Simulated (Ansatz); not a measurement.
Input file:

```yaml
crystal:
  periodic: [false, false, false]
  atoms:
    - {symbol: O, position_ang: [0.000000, 0.000000, 0.000000]}
    - {symbol: C, position_ang: [0.000000, 0.000000, 1.294000]}
basis:
  gaussian: {orbitals: 6-31G}
magnetization: {spin_polarized: true, initial_magnetization: 2}
correlation: {method: ccsdtq, electrons: outside_noble_gas}
```

```sh
$ ansatz run in.yaml --threads 1 --pin off --events-out ev --progress --plain --max-ram 2393MiB
```

Output:

```
342 factors; integrals over basis functions are off by at most 3.4e-8 eV
mean field evaluation 1: about -3058.7900 eV, gradient 1.7e1 eV
mean field evaluation 2: about -3058.8014 eV, gradient 1.7e1 eV
mean field evaluation 4: about -3060.4396 eV, gradient 3.0e0 eV
mean field evaluation 8: about -3060.7561 eV, gradient 1.1e0 eV
mean field evaluation 16: about -3061.2553 eV, gradient 7.9e-4 eV
mean field evaluation 32: about -3061.2553 eV, gradient 4.7e-6 eV
mean field evaluation 64: about -3060.7448 eV, gradient 1.3e0 eV
mean field evaluation 96: about -3060.2115 eV, gradient 1.6e-6 eV
mean field evaluation 128: about -3061.2548 eV, gradient 1.7e-1 eV
mean field evaluation 160: about -3059.7921 eV, gradient 5.1e0 eV
...
cycle  16  -5.21338484 eV  change    9.6e-6 eV  update   3.5e-5
cycle  17  -5.21333841 eV  change    4.6e-5 eV  update   2.2e-5
cycle  18  -5.21330503 eV  change    3.3e-5 eV  update   1.2e-5
cycle  19  -5.21328707 eV  change    1.8e-5 eV  update   5.9e-6
cycle  20  -5.21328350 eV  change    3.6e-6 eV  update   3.1e-6
cycle  21  -5.21328766 eV  change   -4.2e-6 eV  update   1.7e-6
cycle  22  -5.21329027 eV  change   -2.6e-6 eV  update   9.7e-7
cycle  23  -5.21329197 eV  change   -1.7e-6 eV  update   5.5e-7
cycle  24  -5.21329286 eV  change   -8.9e-7 eV  update   3.8e-7
cycle  25  -5.21329327 eV  change   -4.1e-7 eV  update   2.7e-7
Total energy: -3066.46855120 eV, -112.6906407296 hartree
```

For the same geometry and basis full CI lies 2.3 meV lower. The determinant has ⟨S²⟩ = 2.51, so this isn't a pure spin state.

Ran on 1 thread of Arm Neoverse V1, shared host: 45 s wall, 0.38 GiB peak host memory.
